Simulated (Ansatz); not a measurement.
A made-up structure of CH₂FSi, doublet:

F1  (2.010, 0.694, 1.949)
C2  (-0.296, -0.432, 0.071)
Si3  (1.072, 0.698, 0.518)
H4  (-1.204, -0.158, -0.474)
H5  (0.871, 1.522, -0.741)
(Å)

It is relaxed with PBE-D4/def2-SVP and then PBE0-D4/def2-TZVP (Ansatz 0.2.0). Atoms count as bonded within 1.22 times the sum of their covalent radii (H–H: 0.88 Å). The end point is not checked to be a true minimum.

Q: Does its bonding change? (A judgement: the text doesn't fix the answer.)

A: The calculation gives: No: no bond forms or breaks.

Where it ends: The first stage lowers the energy by 1.35 eV in 10 steps. It ends as CH₂FSi ([CH][SiH][F]):
```tsv
atom	x (Å)	y (Å)	z (Å)
F1	1.7972	0.6075	1.6453
C2	-0.4441	-0.1235	-0.0028
Si3	0.9103	0.7613	0.3370
H4	-1.3126	-0.7317	-0.1587
H5	1.5027	1.8115	-0.4979
```

Labels in which every atom is bracketed show which atoms are joined, not bond orders.

For scale, one of the runs: PBE0-D4/def2-TZVP relaxation, 111 basis functions, launched by `ansatz run in.yaml --threads 2 --pin off --events-out ev --progress --plain --max-ram 4352MiB`. The run took about 29 s on 2 CPU threads of an Arm Neoverse N1 (shared host).
